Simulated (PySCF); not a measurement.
Bonds broken one at a time in the series In CH3-H. All species are isolated molecules in the gas phase. Strings in code marks are SMILES.

Level of theory: TPSSh-D3(BJ)/def2-TZVP // B3LYP-D3(BJ)/def2-TZVP in PySCF. 

| species | dipole moment (D) |
|---|---|
| radical fragment (`[CH3]`) | 0.00 |
| whole molecule (`[InH2][CH3]`) | 0.70 |
| radical fragment (`[InH2]`) | ? |
| whole molecule (`[InH3]`) | 0.00 |

Q: Some entries are withheld; supply them.

A: 
- radical fragment (`[InH2]`), dipole moment (D): 0.52
